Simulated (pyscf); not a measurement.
F–SiH₂–O–SiH₃ + water (H₂O) + hydrogen fluoride (HF) -> HO–SiH₂–O–SiH₃ + hydrogen fluoride (HF) + hydrogen fluoride (HF), a multi-bond step (singlet surface; F–Si, H–O, F–H broken, O–Si, F–H, F–H formed). Optimised with ωB97X-D3(BJ)/def2-SVP in PySCF. Energies in kcal/mol from the separated reactants.

Small-basis levels: PySCF, no dispersion term, spherical d functions. 

In single points SVWN5/6-31G* puts the saddle at -37.3 kcal/mol and the reaction energy at +14.6 kcal/mol. Should these be trusted to within a few kcal/mol? Compare with ωB97M-D3(BJ)/def2-TZVP.

ωB97M-D3(BJ)/def2-TZVP gives ΔE‡ = 6.0 kcal/mol and ΔE = +10.1 kcal/mol. SVWN5/6-31G* lies 43.2 kcal/mol under it in the barrier and 4.5 kcal/mol over it in the reaction energy, so on this step it does not hold to within 3.0 kcal/mol. ωB97M-D3(BJ)/def2-TZVP has limits of its own. On the reactant side the descent ends in a bound adduct (not fully relaxed), 11.8 kcal/mol under the separated species and 17.8 kcal/mol under the saddle at ωB97X-D3(BJ)/def2-TZVP. On the product side the descent ends in a bound adduct, 19.0 kcal/mol under the separated species and 15.2 kcal/mol under the saddle at ωB97X-D3(BJ)/def2-TZVP. At ωB97M-D3(BJ) the saddle lies under the separated products, which points to a path from their complex (located at ωB97X-D3(BJ) alone), and parting the products costs more than the saddle. One saddle was located; it need not be the lowest between these sides.
